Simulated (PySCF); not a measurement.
**How the method moves the proton affinities of ethanamine**

Structure: `CCN` (C2H7N). Coordinates in Å; atoms count from 1 in this order:
```
C     1.0500    0.4725   -0.0218
C    -0.0931   -0.5132   -0.1749
N    -1.3723    0.1545   -0.0244
H     2.0243   -0.0145   -0.1787
H     0.9454    1.2965   -0.7434
H     1.0593    0.9135    0.9890
H     0.0659   -1.3601    0.5286
H    -0.0553   -0.9534   -1.1862
H    -2.1377   -0.5034   -0.1541
H    -1.4680    0.5163    0.9234
```

All levels share the PBE0-D3(BJ)/def2-SVP structures and the PBE0-D3(BJ)/def2-SVP thermal terms; only the single-point energies (PySCF) change. Values are proton affinities (298 K, kJ/mol).

Measured (NIST Chemistry WebBook): proton affinity (−ΔH) 912 kJ/mol.

```jsonl
{"level": "M06-L/def2-TZVP (grid 3)", "N3": "917", "time": "23 s"}
{"level": "ωB97X-D3(BJ)/def2-TZVP", "N3": "923", "time": "–"}
{"level": "B97-2/def2-TZVP", "N3": "927", "time": "6.3 s"}
```

Times are wall times for all single points of a level on 1 thread of Intel Xeon Platinum 8488C, a shared host; the dash marks the run that also made the structures. M06-L ran on a slower path of this set-up, which computes the density-fitting integrals anew in every SCF cycle while the other levels store them. So the times needn't show the usual order of cost, and those levels read slower than they are.

The spread: 10 kJ/mol, from 917 to 927.
